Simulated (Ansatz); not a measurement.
A nudged elastic band was laid between two geometries of CH5B + ClH (9 atoms, charge 0, multiplicity 1).

These are results of RKS PBE0-D4/def2-SVP (Ansatz 0.2.0), not measurements.

```json
{
  "movable images": "5",
  "climbing image": "yes",
  "spring": "5.0 eV/Å²",
  "optimiser": "quadratic models (default)",
  "start path": "straight line",
  "force threshold": "0.03 eV/Å",
  "iteration limit": "60",
  "end points": "relaxed"
}
```

Initial state:

```xyz
9
Properties=species:S:1:pos:R:3
B 0.013 -0.004 0.364
C 0.129 0.392 1.876
H -0.728 0.105 2.505
H 1.066 0.083 2.362
H 0.139 1.502 1.864
H 0.998 -0.008 -0.344
H -1.070 -0.021 -0.184
Cl 0.067 -2.576 0.539
H -1.048 -2.660 1.179
```

Final state:

```xyz
9
Properties=species:S:1:pos:R:3
B 0.206 -0.210 -0.736
C -0.264 -0.351 2.643
H -1.272 -0.348 3.076
H 0.484 -0.317 3.446
H -0.143 0.530 1.998
H 1.205 0.424 -0.516
H -0.894 0.272 -0.783
Cl 0.367 -1.920 -1.022
H -0.123 -1.267 2.055
```

Task: What changes between the two ends?

Result: Bonds broken: B1–C2, Cl8–H9. Bonds formed: B1–Cl8, C2–H9. CH5B + ClH becomes BClH2 + CH4.

Task: Give the energies along the band, and the barrier.

Result: It converged. The highest image is number 3 of 0 to 6, 0.50 eV above the first end and 1.43 eV above the last; the last end lies 0.93 eV below the first. Another band between the same ends (5 images) ends at a top of the same energy, where a vibrational analysis finds 1 clearly imaginary mode. The orbitals stay closed-shell, which can raise the energy where a bond breaks towards radicals; this wasn't checked here.

```
image  path coordinate (Å)  energy (eV)  B1–C2 (Å)  Cl8–H9 (Å)  B1–Cl8 (Å)
    0                 0.00         0.00       1.57        1.29        2.58
    1                 0.78         0.01       1.57        1.29        2.61
    2                 1.57         0.11       1.57        1.29        2.65
    3                 2.35         0.50       1.68        1.50        2.14
    4                 3.24        -0.55       2.30        2.20        1.81
    5                 4.14        -0.89       2.95        2.77        1.75
    6                 5.03        -0.93       3.41        3.18        1.74
```

Task: What is the geometry of the highest image?

Result: 
```xyz
9
Properties=species:S:1:pos:R:3
B 0.048 -0.192 0.290
C -0.142 -0.034 1.957
H -1.077 -0.370 2.430
H 0.718 -0.276 2.597
H -0.206 1.067 1.899
H 1.146 0.147 -0.064
H -0.951 0.109 -0.309
Cl 0.096 -2.321 0.130
H -0.067 -1.317 1.229
```

Time of the run: 2.7 min on 1 thread of Arm Neoverse V2, with other jobs on the host, peak memory 0.17 GiB.
